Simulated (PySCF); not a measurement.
Cyanic acid, CHNO.
Cartesian coordinates in Å at the GFN2-xTB level; atoms count from 1:
```xyz
4
CHNO angstrom
N      1.5701   -0.2632    0.0362
C      0.4508   -0.0445   -0.0201
O     -0.7989    0.2151   -0.0233
H     -1.2117    0.0974   -0.8873
```

Method used: TDDFT CAM-B3LYP/def2-SVPD, vertical, gas phase, core orbitals frozen in the response (PySCF 2.14.0, density-fitted response routines).

| state | E (eV) | λ (nm) | ν̃ (cm⁻¹) | f | symmetry | main configurations (H = HOMO, L = LUMO) |
| --- | --- | --- | --- | --- | --- | --- |
| S1 | 6.99 | 177.4 | 56370 | 0.0019 | – | H→L (96%) |
| S2 | 7.71 | 160.9 | 62150 | 0.0060 | A′ | H-1→L (96%) |
| S3 | 7.81 | 158.7 | 63000 | 0.0009 | – | H→L+1 (50%), H→L+2 (40%) |
| S4 | 8.65 | 143.4 | 69740 | 0.0021 | A′ | H→L+5 (46%), H-1→L+1 (27%), H-1→L+2 (22%) |
| S5 | 9.04 | 137.1 | 72920 | 0.013 | A′ | H-2→L (92%) |
| S6 | 9.12 | 135.9 | 73590 | 0.0004 | – | H-1→L+5 (96%) |
| S7 | 9.50 | 130.5 | 76650 | 0.036 | A″ | H→L+1 (44%), H→L+2 (42%) |
| S8 | 10.16 | 122.0 | 81940 | 0.070 | A′ | H-1→L+1 (56%), H-1→L+2 (27%) |

Triplets (Tamm–Dancoff): T1 6.68 eV, H→L (92%); T2 6.89 eV, H-1→L+2 (33%), H→L+5 (26%), H-1→L+1 (24%); T3 7.21 eV, H→L+1 (43%), H→L+2 (39%).

The lowest singlet comes at 177 nm (674 kJ/mol) in the vacuum ultraviolet; it is very weak; its leading configuration is HOMO→LUMO (96%). The strongest level in the table is S8 at 10.16 eV (122 nm, f = 0.070). It is the last of those listed, so stronger ones may follow. Löwdin shares by element: HOMO nitrogen 46%, carbon 29%, oxygen 24%; LUMO oxygen 38%, carbon 32%, hydrogen 26%. The listed states span 3.17 eV, and the widest gap between neighbours is 0.84 eV (S3 to S4). The oscillator strengths of these states sum to 0.130; summed over the whole spectrum of an exact calculation they would give the number of electrons, 22 (Thomas–Reiche–Kuhn). Weighted by f, the mean energy of these states is 9.66 eV. Symmetry labels in Cs follow from the direction of the transition dipole and are given only for states with f of 0.002 or more. Singlets were solved by full linear response, triplets in the Tamm–Dancoff approximation.
